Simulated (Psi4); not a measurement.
# PBE0-2/aug-cc-pV(T+d)Z (density fitting, density fitting for correlation) run of AlNH6 (Al(NH3)H3)

Aim: the vertical ionisation energy of AlNH6 (Al(NH3)H3) at PBE0-2/aug-cc-pV(T+d)Z (density fitting, density fitting for correlation), from 2 runs. 

The calculation is run with Psi4 1.11.

2 further runs of the same task are left out: 2 that didn't finish.

## 1. The molecule

AlNH6 has 8 atoms, charge 0, and is taken as a singlet. SMILES: `[H][Al]([H])([H])<-[NH3]`. Geometry: a GFN2-xTB relaxation, a rough one for these elements and not checked as a minimum.

Bond lengths: Al1–N2 2.053 Å, N2–H3 1.017 Å, N2–H4 1.018 Å, N2–H5 1.018 Å, Al1–H6 1.570 Å, Al1–H7 1.570 Å, Al1–H8 1.571 Å. Some angles: Al1–N2–H3 110.9°, Al1–N2–H4 110.3°, Al1–N2–H5 110.8°, N2–Al1–H6 97.7°, N2–Al1–H7 97.7°, N2–Al1–H8 97.9°, H3–N2–H4 108.2°, H3–N2–H5 108.3°, H4–N2–H5 108.2°, H6–Al1–H7 118.1°.

## 2. A single-point energy at PBE0-2/aug-cc-pV(T+d)Z (density fitting, density fitting for correlation)

Input file job.inp:

```
memory 1600 mb

molecule {
  0 1
  Al    -0.00606602     0.00623610    -2.04394667
  N      0.00249444    -0.00959981     1.83537760
  H     -1.79096904     0.05982873     2.52505205
  H      0.96374143     1.51501233     2.50708075
  H      0.84843034    -1.59963427     2.51002873
  H      2.93370532    -0.04767779    -2.44645834
  H     -1.42445666     2.58418158    -2.42788233
  H     -1.52686091    -2.50832797    -2.45925178
  units au
}

set basis aug-cc-pV(T+d)Z

result = energy('pbe0-2')
```

Launch:

```
$ psi4 -i job.inp -o job.out -n 1
```

job.out:

```text
[...]
  Running in c1 symmetry.
[...]
  Nuclear repulsion =   62.584948870546114
[...]
  Multiplicity = 1
[...]
  Nalpha       = 13
  Nbeta        = 13
[...]
    Number of basis functions: 239
[...]
   @DF-RKS iter   1:  -300.19501051742162   -6.36578e-01   2.02709e-03 ADIIS/DIIS
[...]
   @DF-RKS iter   7:  -300.30215507698648   -5.38409e-08   1.71811e-07 DIIS
[...]
    Orbital Energies [Eh]
    ---------------------
    Doubly Occupied:
       1A    -57.774245     2A    -15.312230     3A     -4.640217
       4A     -3.014602     5A     -3.012100     6A     -3.012095
       7A     -1.170606     8A     -0.684588     9A     -0.684283
      10A     -0.578774    11A     -0.447622    12A     -0.365530
      13A     -0.365519
[...]
  @DF-RKS Final Energy:  -300.30215507698648
   => Energetics <=
    Nuclear Repulsion Energy =             62.5849488705461141
    One-Electron Energy =                -539.4354928098376831
    Two-Electron Energy =                 182.4987081923538028
    DFT Exchange-Correlation Energy =      -5.9503193300486501
    Empirical Dispersion Energy =           0.0000000000000000
    VV10 Nonlocal Energy =                  0.0000000000000000
    Total Energy =                       -300.3021550769864803
[...]
 Multipole Moments:
 ------------------------------------------------------------------------------------
     Multipole            Electronic (a.u.)      Nuclear  (a.u.)        Total (a.u.)
 ------------------------------------------------------------------------------------
 L = 1.  Multiply by 2.5417464519 to convert [e a0] to [Debye]
 Dipole X            :         -0.0063574            0.0113634            0.0050059
 Dipole Y            :         -0.0043150           -0.0033348           -0.0076498
 Dipole Z            :         -0.6149668            2.6480960            2.0331292
 Magnitude           :                                                    2.0331498
[...]
```

Run time: 35 s. Hardware: 1 thread of AMD EPYC 7R43 (Zen 3), shared host; peak memory 1.1 GiB.

## 3. The doublet cation

Input file alh6n.py:

```python
import psi4

psi4.set_memory(1600000000)
psi4.set_num_threads(1)
psi4.set_output_file('run.log', False)

geom = psi4.geometry("""
1 2
Al    -0.00606602     0.00623610    -2.04394667
N      0.00249444    -0.00959981     1.83537760
H     -1.79096904     0.05982873     2.52505205
H      0.96374143     1.51501233     2.50708075
H      0.84843034    -1.59963427     2.51002873
H      2.93370532    -0.04767779    -2.44645834
H     -1.42445666     2.58418158    -2.42788233
H     -1.52686091    -2.50832797    -2.45925178
units au
""")

psi4.set_options(dict(basis='aug-cc-pV(T+d)Z', reference='uks'))

e, wfn = psi4.energy("PBE0-2", return_wfn=True)
print(f'total energy {e:.8f} hartree = {e * 27.211386:.5f} eV')
```

Launch:

```
$ python alh6n.py
```

run.log:

```text
[...]
  Running in c1 symmetry.
[...]
  Nuclear repulsion =   62.584948870546114
[...]
  Multiplicity = 2
[...]
  Nalpha       = 13
  Nbeta        = 12
[...]
    Number of basis functions: 239
[...]
   @DF-UKS iter   1:  -299.82944546613351   -2.71013e-01   1.94528e-03 DIIS/ADIIS
[...]
   @DF-UKS iter   8:  -299.94058292419231   -5.70357e-07   8.41381e-07 DIIS
[...]
   @S^2 Observed:                8.056846791E-01
[...]
    Orbital Energies [Eh]
    ---------------------
    Alpha Occupied:
       1A    -58.056193     2A    -15.501888     3A     -4.920389
       4A     -3.298412     5A     -3.292188     6A     -3.289762
       7A     -1.358901     8A     -0.873348     9A     -0.871692
      10A     -0.843821    11A     -0.738781    12A     -0.714616
      13A     -0.599366
    Alpha Virtual:
      14A     -0.138626    15A     -0.101304    16A     -0.091441
      17A     -0.088938    18A     -0.080305    19A     -0.070298
      20A     -0.066748    21A     -0.054426    22A     -0.049370
      23A     -0.041103    24A     -0.030124    25A     -0.025052
[...]
  @DF-UKS Final Energy:  -299.94058292419231
   => Energetics <=
    Nuclear Repulsion Energy =             62.5849488705461141
    One-Electron Energy =                -533.0719661041532618
    Two-Electron Energy =                 176.4280652154685072
    DFT Exchange-Correlation Energy =      -5.8816309060536822
    Empirical Dispersion Energy =           0.0000000000000000
    VV10 Nonlocal Energy =                  0.0000000000000000
    Total Energy =                       -299.9405829241923129
[...]
 Multipole Moments:
 ------------------------------------------------------------------------------------
     Multipole            Electronic (a.u.)      Nuclear  (a.u.)        Total (a.u.)
 ------------------------------------------------------------------------------------
 L = 1.  Multiply by 2.5417464519 to convert [e a0] to [Debye]
 Dipole X            :          0.4513834            0.0113634            0.4627468
 Dipole Y            :          0.5778429           -0.0033348            0.5745081
 Dipole Z            :         -1.9367634            2.6480960            0.7113326
 Magnitude           :                                                    1.0247869
[...]
```

Standard output:

```text
total energy -300.17803008 hartree = -8168.26025 eV
```

Wall time 64 s (1 thread of AMD EPYC 7R43 (Zen 3), shared host); peak memory 1.1 GiB.

## 4. Outcome

At PBE0-2/aug-cc-pV(T+d)Z (density fitting, density fitting for correlation):

| quantity | value |
| --- | --- |
| singlet AlNH6: total energy | -300.55345 Eh |
| singlet AlNH6: HOMO energy (SCF part's orbitals) | -9.95 eV |
| singlet AlNH6: LUMO energy (SCF part's orbitals) | 0.12 eV |
| singlet AlNH6: HOMO–LUMO gap (SCF part's orbitals) | 10.07 eV |
| doublet cation: total energy | -300.17803 Eh |
| doublet cation: HOMO energy (SCF part's orbitals) (highest over α and β) | -15.52 eV |
| doublet cation: LUMO energy (SCF part's orbitals) (lowest over α and β) | -9.74 eV |
| doublet cation: ⟨S²⟩ | 0.806 |
| vertical ionisation energy (to the doublet cation) | 10.216 eV |

The vertical ionisation energy comes to 10.22 eV (236 kcal/mol). −ε(HOMO) before ionisation, 9.95 eV, is 0.27 eV below this ionisation energy.
